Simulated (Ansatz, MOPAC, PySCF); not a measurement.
Molecule: AlCl₃, net charge 0, singlet state. SMILES: [Cl][Al]([Cl])[Cl]
Coordinates optimised at B3LYP-D3(BJ)/def2-TZVP (Ansatz, a program for electronic structure):
```xyz
4

Al     0.0000     0.0000     0.0000
Cl    -0.0059     2.0762     0.0283
Cl     1.8011    -1.0328    -0.0289
Cl    -1.7952    -1.0434     0.0007
```
Charge 0, spin multiplicity 1.

Unscaled harmonic wavenumbers (cm⁻¹) in rising order, each level at the stationary point that it reaches from this structure (no distance between atoms moves by over 0.3 Å); the order of modes can differ between levels, and a negative number is imaginary. B3LYP-D3(BJ)/def2-TZVP (PySCF, at the structure above): 145, 145, 201, 379, 615, 615.

PM6 (MOPAC): 137, 137, 210, 488, 745, 745. Zero-point energy 3.5 against 3.0 kcal/mol; where all levels lie over 400 cm⁻¹, the wavenumbers are on average 1.212 times those of B3LYP-D3(BJ)/def2-TZVP.

HF/3-21G (Ansatz): 141, 141, 197, 365, 607, 607. Zero-point energy 2.9 against 3.0 kcal/mol; where all levels lie over 400 cm⁻¹, the wavenumbers are on average 0.988 times those of B3LYP-D3(BJ)/def2-TZVP.
